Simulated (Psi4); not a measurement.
**AlH3Cl− (SMILES [AlH3-][Cl]) at OMP2/cc-pVTZ (density fitting for correlation)**

What is the vertical singlet–triplet gap of AlH3Cl− at OMP2/cc-pVTZ (density fitting for correlation)? 

Program for the calculation: Psi4 1.11.

1 further run of the same task is left out (set aside as unsound or not needed).

## 1. The molecule

AlH3Cl−: 5 atoms, total charge -1, spin state singlet. SMILES: `[AlH3-][Cl]`. Geometry: a GFN2-xTB relaxation, a rough one for these elements and not checked as a minimum.

Bond lengths: Al1–Cl2 2.098 Å, Al1–H3 1.609 Å, Al1–H4 1.608 Å, Al1–H5 1.608 Å. Angles: Cl2–Al1–H3 107.0°, Cl2–Al1–H4 107.0°, Cl2–Al1–H5 107.1°, H3–Al1–H4 111.8°, H3–Al1–H5 111.7°, H4–Al1–H5 111.8°.

## 2. The energy at OMP2/cc-pVTZ (density fitting for correlation)

Input file alclh3.xyz:

```xyz
5
AlClH3
Al     0.109160    -0.000440    -0.082500
Cl    -1.562720    -0.002110     1.184250
H      0.226090     1.478490    -0.704190
H     -0.160190    -1.106410    -1.218300
H      1.387660    -0.369540     0.820730
```

Input file calc.py:

```python
import psi4

psi4.set_memory(1600000000)
psi4.set_num_threads(1)
psi4.set_output_file('psi4.out', False)

with open('alclh3.xyz') as f:
    atoms = ''.join(f.readlines()[2:])
geom = psi4.geometry('-1 1\n' + atoms + 'symmetry c1')

psi4.set_options({
    'basis': 'cc-pVTZ',
    'puream': True,
    'e_convergence': 1e-09,
    'd_convergence': 1e-08,
    'scf_type': 'pk',
    'num_frozen_docc': 10,
})

E, wfn = psi4.energy("omp2", return_wfn=True)
print(f'omp2 energy: {E:.10f} Eh')
```

Run with:

```bash
$ python calc.py
```

psi4.out (excerpt; [...] marks lines left out):

```text
[...]
  Running in c1 symmetry.
[...]
  Nuclear repulsion =   78.196689782907086
[...]
  Multiplicity = 1
[...]
  Nalpha       = 17
  Nbeta        = 17
[...]
    Number of basis functions: 110
[...]
   @RHF iter   1:  -703.25475191200439   -6.33232e-01   1.98057e-03 DIIS/ADIIS
[...]
   @RHF iter  10:  -703.28577794785610   -5.11591e-12   2.42557e-09 DIIS
[...]
    Orbital Energies [Eh]
    ---------------------
    Doubly Occupied:
       1A   -104.603899     2A    -58.242839     3A    -10.333054
       4A     -7.799515     5A     -7.798804     6A     -7.798804
       7A     -4.658940     8A     -2.974654     9A     -2.972875
      10A     -2.972874    11A     -0.871095    12A     -0.385404
      13A     -0.278194    14A     -0.278156    15A     -0.275168
      16A     -0.200996    17A     -0.200842
[...]
  @RHF Final Energy:  -703.28577794785610
   => Energetics <=
    Nuclear Repulsion Energy =             78.1966897829070859
    One-Electron Energy =               -1137.6727043491232507
    Two-Electron Energy =                 356.1902366183601316
    Total Energy =                       -703.2857779478561042
[...]
 Multipole Moments:
 ------------------------------------------------------------------------------------
     Multipole            Electronic (a.u.)      Nuclear  (a.u.)        Total (a.u.)
 ------------------------------------------------------------------------------------
 L = 1.  Multiply by 2.5417464519 to convert [e a0] to [Debye]
 Dipole X            :         -4.4098126            3.4416347           -0.9681778
 Dipole Y            :         -0.0092852            0.0059608           -0.0033244
 Dipole Z            :          3.3429899           -2.6086279            0.7343621
 Magnitude           :                                                    1.2151819
[...]
	Warning: cc_lambda option is changed to TRUE
	For this residual convergence, default PCG convergence is:     1.00e-07
[...]
	DF-MP2 Total Energy (a.u.)         :  -703.58949166939999
[...]
	DF-MP2 Total Energy (a.u.)         :  -703.59126344131948
[...]
	DF-OMP2 Total Energy (a.u.)        :  -703.59126344132073
[...]
```

Standard output:

```text
omp2 energy: -703.5912634413 Eh
```

It took 13 s on 1 thread of Intel Xeon 6975P-C (Granite Rapids), shared host; peak memory 0.67 GiB.

## 3. The triplet

Input file input.dat:

```
memory 1600 mb

molecule geom {
  -1 3
  Al     0.109160    -0.000440    -0.082500
  Cl    -1.562720    -0.002110     1.184250
  H      0.226090     1.478490    -0.704190
  H     -0.160190    -1.106410    -1.218300
  H      1.387660    -0.369540     0.820730
  symmetry c1
}

set reference uhf
set puream true
set e_convergence 1e-09
set d_convergence 1e-08
set scf_type pk
set num_frozen_docc 10
set maxiter 200

E = energy('omp2/cc-pVTZ')
```

Run with:

```bash
$ psi4 input.dat output.dat -n 1
```

output.dat (excerpt; [...] marks lines left out):

```text
[...]
  Running in c1 symmetry.
[...]
  Nuclear repulsion =   78.196689782907086
[...]
  Multiplicity = 3
[...]
  Nalpha       = 18
  Nbeta        = 16
[...]
    Number of basis functions: 110
[...]
   @UHF iter   1:  -702.97761715232571   -3.56097e-01   2.09587e-03 ADIIS/DIIS
[...]
   @UHF iter  23:  -703.04381481853977   -3.37650e-11   9.72559e-09 DIIS
[...]
   @S^2 Observed:                2.007732738E+00
[...]
  @UHF Final Energy:  -703.04381481853977
   => Energetics <=
    Nuclear Repulsion Energy =             78.1966897829070859
    One-Electron Energy =               -1136.3219605505969412
    Two-Electron Energy =                 355.0814559491501541
    Total Energy =                       -703.0438148185397722
  UHF NO Occupations:
  HONO-2 :   16  A 1.9971338
  HONO-1 :   17  A 1.0000000
[...]
 Multipole Moments:
 ------------------------------------------------------------------------------------
     Multipole            Electronic (a.u.)      Nuclear  (a.u.)        Total (a.u.)
 ------------------------------------------------------------------------------------
 L = 1.  Multiply by 2.5417464519 to convert [e a0] to [Debye]
 Dipole X            :         -5.4287529            3.4416347           -1.9871182
 Dipole Y            :          0.9749783            0.0059608            0.9809391
 Dipole Z            :          3.7626918           -2.6086279            1.1540639
 Magnitude           :                                                    2.4985483
[...]
	Warning: cc_lambda option is changed to TRUE
	For this residual convergence, default PCG convergence is:     1.00e-07
[...]
	DF-SCS-MP2 Total Energy (a.u.)     :  -703.33915185506123
	DF-SOS-MP2 Total Energy (a.u.)     :  -703.33984755926406
[...]
	DF-SCS-OMP2 Total Energy (a.u.)    :  -703.34708284297062
	DF-SOS-OMP2 Total Energy (a.u.)    :  -703.32349352506412
	DF-SCS(N)-OMP2 Total Energy (a.u.) :  -703.15775211403036
[...]
	DF-OMP2 Total Energy (a.u.)        :  -703.34587931085696
[...]
```

It took 44 s on 1 thread of Intel Xeon 6975P-C (Granite Rapids), shared host; peak memory 0.68 GiB.

## 4. Outcome

Level: OMP2/cc-pVTZ (density fitting for correlation), 10 core orbitals frozen.

| quantity | value |
| --- | --- |
| singlet: total energy | -703.59126 Eh |
| singlet: HOMO energy (Hartree–Fock orbitals) | -5.47 eV |
| singlet: LUMO energy (Hartree–Fock orbitals) | 7.74 eV |
| singlet: HOMO–LUMO gap (to an unbound level, set by the basis) | 13.21 eV |
| singlet: correlation energy (10 core orbitals frozen) | -305.5 mEh |
| triplet: total energy | -703.34588 Eh |
| triplet: HOMO energy (Hartree–Fock orbitals) (highest over α and β) | 1.84 eV |
| triplet: LUMO energy (Hartree–Fock orbitals) (lowest over α and β) | 2.56 eV |
| triplet: correlation energy (10 core orbitals frozen) | -302.1 mEh |
| triplet: ⟨S²⟩ of the reference determinant | 2.008 |
| vertical energy of the triplet above the singlet | 6.677 eV |

At this shape the triplet lies 6.68 eV (154 kcal/mol) above the singlet. For an anion a state so high probably lies above electron detachment. The HOMO (triplet) lies at positive energy, 1.84 eV: the electron is unbound at this level or held by a compact basis; values depend on the basis.
